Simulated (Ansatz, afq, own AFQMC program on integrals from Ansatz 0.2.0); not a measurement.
**Where AFQMC and coupled cluster stand for NH₃O⁺, doublet**

```yaml
atoms:
  - { symbol: N, position_ang: [-0.1540, 0.0000, 0.7068] }
  - { symbol: O, position_ang: [0.1385, 0.0000, -0.6853] }
  - { symbol: H, position_ang: [0.3377, -0.8114, 1.0705] }
  - { symbol: H, position_ang: [0.3377, 0.8114, 1.0705] }
  - { symbol: H, position_ang: [-0.7342, 0.0000, -1.0862] }
```

Connectivity, by distances: NH2–OH.

Basis cc-pVDZ. Noble-gas cores (and the filled d shells of Ga–Kr and In–Xe) are frozen. Ansatz 0.2.0 and our own AFQMC program on the same integrals; the CISD trial comes from CCSD amplitudes, and released means the phaseless constraint is let go. Error bars are statistical, one sigma.

Determinant: UHF, the one that the program's search chose, which needn't be the lowest solution. The geometry is a PBE0/def2-TZVP stationary point of this or a neighbouring charge and spin state.

No full CI on the walks' own integrals is used here. The released AFQMC energy serves as the reference, which it does only where one determinant dominates, the energy is flat over the last release times and near the phaseless one (40 meV or 2 meV an electron, half that with transition metals). On small molecules, where full CI could be run and the noise was under 10 meV, such values lay within 10 meV of it in 19 cases of 20, a flattering rate, since the rule was set on those same cases; what remains of the bias isn't in the error bar.

Cautions: the released value is read at 1.50 1/Eh with a noise of 25 meV, more than in the cases checked (meV from the phaseless value at times in 1/Eh: 10 ± 18 at 0.24, -20 ± 17 at 0.50, -42 ± 28 at 1.00, -7 ± 25 at 1.50).

* T1 diagnostic: 0.0256
* weight of the determinant in the CISD state: 0.884
* ⟨S²⟩ of the determinant: 0.761
* size of the correlated space: 13 electrons in 41 orbitals

| level | correlation energy (eV) |
| --- | --- |
| MP2 | -9.0242 |
| CCSD | -9.7006 |
| CCSD(T) | -9.9470 |

Problem. Estimate where AFQMC with the constraint released lies against CCSD(T) on the same integrals.

Solution. 0.35 ± 0.58 kcal/mol below CCSD(T). The gap is under twice the noise, so this walk alone can't tell the two apart.

Reference: AFQMC with the constraint released, correlation energy -9.962 ± 0.025 eV.

```
        level  E − E(reference) (kcal/mol)  share of correlation (%)
      CCSD(T)                  0.35 ± 0.58                     99.85
  ph-AFQMC/HF                  2.13 ± 2.00                     99.07
ph-AFQMC/CISD                  0.17 ± 0.73                     99.93
```

A walk keeps the symmetry of its determinant, which the program's search chose and which needn't be the lowest solution, so a lower state of the same spin and another symmetry isn't excluded. Released energies are given only where the last usable release times agree within the noise; a slower fall can still hide under it.
